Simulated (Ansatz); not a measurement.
The same path of AlClH₂N (5 atoms, charge -1, multiplicity 1) was run twice with different band settings. Lost on the way: Al2–H5. Made: N1–H5.

Computed with RKS PBE0-D4/def2-SVP in Ansatz 0.2.0.

Relaxed end points:

```xyz
5
Properties=species:S:1:pos:R:3
N -1.280 -0.285 -0.423
Al 0.323 0.070 0.076
Cl 1.891 0.261 -1.454
H -1.999 -0.374 0.301
H 1.066 0.328 1.501
```

```xyz
5
Properties=species:S:1:pos:R:3
N -0.565 -0.078 0.421
Al -0.120 -0.130 -1.365
Cl 2.116 0.339 -1.022
H -1.505 -0.239 0.774
H 0.074 0.108 1.192
```

Common settings: spring 5.0 eV/Å²; optimiser quadratic models (default); start path through a guess of the saddle point; force threshold 0.05 eV/Å; iteration limit 60; end points relaxed.

| run | movable images | climbing image |
| --- | --- | --- |
| 1 | 5 | yes |
| 2 | 8 | no |

Problem. What does each run give, and how far can it be trusted?

Solution. Run 1: converged after 14 iterations, highest image 1.928 eV above the first end. Neighbouring images differ by up to 2.0 eV, so the band resolves the path poorly. A vibrational analysis at the climbing image gives one clearly imaginary mode, 1090i cm⁻¹: a first-order saddle point.
Run 2: converged after 20 iterations, highest image 1.908 eV above the first end. Neighbouring images differ by up to 1.5 eV, so the band resolves the path poorly. No image climbed, so the highest image needn't sit at the top of the path.
The orbitals stay closed-shell, which can raise the energy where a bond breaks towards radicals; this wasn't checked here. Limits of this set-up: an anion without diffuse functions.
